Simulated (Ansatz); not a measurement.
# BO+ (quintet): wave-function methods side by side, cc-pVDZ

An exercise on one series of results from a longer session: the logs are not shown, and one member is left open.

The runs use Ansatz 0.2.0, Gaussian basis; cc-pVDZ, core rule «outside noble gas», up to 2 orbitals frozen.

Plan: UHF; CCSD(T) on ROHF; CCSD(T) on UHF; BCCD(T) on ROHF; CISD as a restricted active space (open shells left free, so some higher excitations enter); CCSDT(Q) on ROHF; CCSDT(Q) on UHF.

21 further runs of the same task are left out: 2 for a known fault of the program, 8 that didn't finish, 11 set aside as unsound or not needed. Runs told in other sessions of the task aren't counted.

## The geometry

The geometry is a PBE0/def2-TZVP stationary point (not a proven minimum) of the parent state, kept for this charge and spin.

2 atoms, charge 1, spin multiplicity 5.

Atoms are counted from 1 here; the program's logs count them from 0.

Bond lengths: B1–O2 1.403 Å.

Set-up of the first run:

The input, in.yaml:

```yaml
crystal:
  periodic: [false, false, false]
  atoms:
    - {symbol: B, position_ang: [0.000000, 0.000000, 0.000000]}
    - {symbol: O, position_ang: [0.000000, 0.000000, 1.403204]}
basis:
  gaussian: {orbitals: cc-pVDZ}
total_charge: 1
magnetization: {spin_polarized: true, initial_magnetization: 4}
hamiltonian: {xc: hf}
output: {orbitals: {seedname: orbitals}}
```

Launch:

```bash
ansatz run in.yaml --threads 1 --pin off --events-out ev --progress --plain --max-ram 2393MiB
```

Steps of the session up to this table: UHF; CCSD(T) on ROHF; CCSD(T) on UHF; BCCD(T) on ROHF; CISD as a restricted active space (open shells left free, so some higher excitations enter); CCSDT(Q) on ROHF; CCSDT(Q) on UHF.

One table of the session follows, with a row left open; its other results are not shown here.

It belongs to the step «Misses and costs». 

| method | from UCCSDT(Q) (kJ/mol) |
| --- | --- |
| ROHF | +379.3 |
| UHF | +362.2 |
| RMP2 | ? |
| UMP2 | +61.1 |
| CISD | +13.7 |
| RCCSD | +6.7 |
| UCCSD | +6.3 |
| RCCSD(T) | +1.5 |
| UCCSD(T) | +1.2 |
| BCCD(T) | +1.5 |
| RCCSDT | +0.4 |
| UCCSDT | +0.2 |
| RCCSDT(Q) | +0.2 |
| UCCSDT(Q) | 0 |

**Question.** Estimate the row for RMP2.

**Answer.** from UCCSDT(Q) (kJ/mol): +60.9. In the column «from UCCSDT(Q) (kJ/mol)» it lies between CISD (+13.7) and UMP2 (+61.1).

Caveats from the session: Restricted and unrestricted rows rest on different reference determinants; a gap between their highest levels can come from leftover correlation error, from unlike frozen cores or from another state.
